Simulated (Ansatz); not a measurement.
Reaction (SMILES): C=CF + 3 [H][H] (H2) → 2 C (CH4) + F (HF)
B3LYP-D3(BJ)/def2-TZVP geometries, fixed; electronic energies without zero-point terms.

Basis-set convergence of the energy of full hydrogenation at PBE with Ansatz (a first-principles code). All functions are spherical. No added dispersion term, no relativity. Functions are those of the species that has most. Reference: the value in aug-pcseg-3, -78.31 kcal/mol, itself unsure by roughly 0.05 kcal/mol (its mean distance from aug-cc-pVQZ, def2-QZVPPD, pcseg-3). Deviations are taken from unrounded values.

```tsv
basis	functions
def2-SVPD	87
aug-cc-pVDZ	96
aug-pcseg-1	96
def2-TZVPD	141
jun-cc-pV(T+d)Z	159
def2-TZVPPD	165
aug-cc-pVTZ	207
aug-pcseg-2	207
def2-QZVPPD	291
aug-cc-pVQZ	378
aug-pcseg-3	402
```

**Question.** Which is the smallest set listed that can be trusted to 2 kcal/mol here, that is, within that of the reference together with its larger relatives (same family, alike in diffuse functions; a set with none to test it counts only in the reference's own line)?

**Answer.** The smallest set listed that lies within 2 kcal/mol of the reference with all its larger relatives (same family, alike in diffuse functions; a set with none counts only in the reference's own line) is aug-pcseg-1 (96 functions, -0.35 kcal/mol off). Value minus reference: def2-SVPD -4.30, aug-cc-pVDZ -3.36, aug-pcseg-1 -0.35, def2-TZVPD 1.15, jun-cc-pV(T+d)Z -0.19, def2-TZVPPD -0.28, aug-cc-pVTZ -0.04, aug-pcseg-2 -0.22, def2-QZVPPD -0.07, aug-cc-pVQZ -0.06, aug-pcseg-3 0.00 kcal/mol.
